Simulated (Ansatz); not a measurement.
# AlSiH+ (doublet): the correlation ladder, cc-pVDZ

An exercise on one series of results from a longer session: the logs are not shown, and one member is left open.

Program: Ansatz 0.2.0, Gaussian basis. Level of theory: cc-pVDZ, core rule «outside noble gas», up to 10 orbitals frozen. These are calculated values, not measurements.

To be run: UHF; CCSD(T) on ROHF; CCSD(T) on UHF; BCCD(T) on ROHF; CISD; CCSDT(Q) on ROHF; CCSDT(Q) on UHF; CASSCF and MRCISD+Q, 7 electrons in 9 orbitals; CASSCF and NEVPT2, 7 electrons in 9 orbitals.

17 further runs of the same task are left out: 7 that didn't finish, 10 set aside as unsound or not needed.

### The geometry

The geometry is a PBE0/def2-TZVP stationary point (not a proven minimum) of the parent state, kept for this charge and spin.

3 atoms, charge 1, spin multiplicity 2.

Atoms are counted from 1 here; the program's logs count them from 0.

Bond lengths: Si1–Al2 2.647 Å, Si1–H3 1.545 Å. Angles: Al2–Si1–H3 78.2°.

Set-up of the first run:

Input file in.yaml:

```yaml
crystal:
  periodic: [false, false, false]
  atoms:
    - {symbol: Si, position_ang: [0.000000, -0.066010, 1.277710]}
    - {symbol: Al, position_ang: [0.000000, 0.014356, -1.367591]}
    - {symbol: H, position_ang: [0.000000, 1.455013, 1.006599]}
basis:
  gaussian: {orbitals: cc-pVDZ}
total_charge: 1
magnetization: {spin_polarized: true, initial_magnetization: 1}
hamiltonian: {xc: hf}
output: {orbitals: {seedname: orbitals}}
```

Launch:

```sh
ansatz run in.yaml --threads 1 --pin off --events-out ev --progress --plain --max-ram 2393MiB
```

Steps of the session up to this table: UHF; CCSD(T) on ROHF; CCSD(T) on UHF; BCCD(T) on ROHF; CISD; CCSDT(Q) on ROHF; CCSDT(Q) on UHF; CASSCF and MRCISD+Q, 7 electrons in 9 orbitals; CASSCF and NEVPT2, 7 electrons in 9 orbitals.

One of the session's tables, all rows but one given; the rest of the session is left out.

It belongs to the step «Misses and costs». 

| method | from UCCSDT(Q) (meV) |
| --- | --- |
| ROHF | +4019.6 |
| UHF | +3767.7 |
| RMP2 | +1095.7 |
| UMP2 | ? |
| CISD | +407.9 |
| RCCSD | +145.0 |
| UCCSD | +135.9 |
| RCCSD(T) | +34.7 |
| UCCSD(T) | +35.1 |
| BCCD(T) | +35.3 |
| RCCSDT | +5.8 |
| UCCSDT | +5.1 |
| RCCSDT(Q) | +0.4 |
| UCCSDT(Q) | 0 |
| CASSCF valence | +1963.5 |
| NEVPT2 valence | +557.2 |
| MRCISD valence | +97.9 |
| MRCISD+Q valence | -1.4 |

**Question.** Estimate the row for UMP2.

As computed: from UCCSDT(Q) (meV): +1136.5. In the column «from UCCSDT(Q) (meV)» it lies between RMP2 (+1095.7) and CASSCF valence (+1963.5).

Limits of these values: Restricted and unrestricted rows rest on different reference determinants; where their highest levels disagree by more than a few hundredths of an eV, they describe different states and don't form one ladder.
